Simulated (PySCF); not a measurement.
Species: C4H7OS (doublet state).
Cartesian coordinates in Å at the GFN2-xTB level; atoms count from 1:
```
atom  x, y, z in Å
C1     2.4804    0.5066   -0.0122
O2     1.2291    0.5731   -0.3893
C3     0.4460   -0.4821   -0.5958
S4     0.9652   -2.0412   -0.4324
C5    -0.9664   -0.1143   -0.9381
C6    -1.7794    0.1297    0.3369
H7     2.9836    1.4479    0.0881
H8     2.9545   -0.4427    0.1709
H9    -0.9651    0.7905   -1.5498
H10   -1.4130   -0.9314   -1.5048
H11   -2.8048    0.3830    0.0815
H12   -1.3507    0.9470    0.9125
H13   -1.7837   -0.7657    0.9537
```

The hyperfine couplings belong to this conformer and change with its torsions.

The species is `[CH2]OC(=S)CC` [radical].

Theory: UKS B3LYP, pcH-1 on C H O S, non-relativistic, mean-field spin-orbit, GIAO in PySCF 2.14.0. The structure is a single GFN2-xTB conformer in the gas phase; no vibrational or solvent corrections. A GFN2-xTB geometry isn't a minimum of the functional, and hyperfine couplings can be far from their values at a DFT geometry. No stability test was run, so a lower SCF solution isn't excluded.

Largest spin populations (Mulliken): C1 (+0.90) and S4 (+0.14). The angles at C1 add up to 360.0°, so it is planar; its axial dipolar tensor and the negative couplings of its protons fit spin in a p orbital normal to that plane.

(1) Find Q in a(H) = Q·ρ(C) for the protons on the planar carbons that carry spin.

## Answers

(1) 
```
 H   C    ρ(C)  a(H) (G)  a/ρ (G)
H7  C1  +0.899    -21.73    -24.2
H8  C1  +0.899    -22.04    -24.5
```

These protons share one ρ (within 0.01), so their mean ratio, Q = -24.3 G, is no test of linearity.

Couplings in gauss use g_iso = 2.0045.

The run took 49 s wall (with the writing of density and orbital grids) on an Arm Neoverse V1 with one thread (shared host), and the process peaked at 0.88 GiB of memory.
